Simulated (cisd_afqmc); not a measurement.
Input (AFQMC/CISD/aug-cc-pVDZ; cisd_afqmc is a phaseless AFQMC code with CISD trial states that reads the integrals written by Ansatz):

Ansatz 0.2 input:
```python
import cisd_afqmc

open("ham.yaml", "w").write("""\
crystal:
  periodic: [false, false, false]
  atoms:
    - {symbol: N, position_ang: [-0.00000000, 0.00000000, 0.11288970]}
    - {symbol: H, position_ang: [0.00000000, 0.93802422, -0.26340930]}
    - {symbol: H, position_ang: [0.81235281, -0.46901211, -0.26340930]}
    - {symbol: H, position_ang: [-0.81235281, -0.46901211, -0.26340930]}
basis:
  gaussian:
    orbitals: aug-cc-pVDZ
magnetization: {spin_polarized: false}
correlation: {method: ccsd, electrons: outside_noble_gas, hamiltonian_folder: ham}
""")
rep = cisd_afqmc.ansatz("ham.yaml")
e_ccsd = rep["correlation"]["coupled_cluster"]["energy"]["hartree"]
out = cisd_afqmc.run("ham", e_ccsd, trial="CISD", walkers=2000, populations=1, threads=12, dt=0.005, steps=40, early=24, settle=10, least=100,
    cut=5e-5, rank_cut=2e-4, target=0.0004, seconds=1000, seed=4, memory=62639, gpu=True)
```

Output:

```
orbitals 49, occupied [4], factors 273 of 479, rank of the doubles 78 of 180
E(HF) = -56.205464
E(CCSD) on the cut factors = -56.419683, shift to the whole factors -0.000011
Energy of the trial state on the determinant = -56.419690
  tau behind 7.2 of longer steps, mean of the populations' last blocks
   2.0  -56.42549
   4.0  -56.42540
   6.0  -56.42585
   8.0  -56.42544
  10.0  -56.42573
  12.0  -56.42603
  14.0  -56.42528
  16.0  -56.42536
  18.0  -56.42612
  20.0  -56.42595
  22.0  -56.42577
blocks 100 (0 outliers left out), error by blocks joined: 1: 0.00006, 2: 0.00007, 4: 0.00009, 8: 0.00010
E(AFQMC/CISD) = -56.42569 +/- 0.00010
```
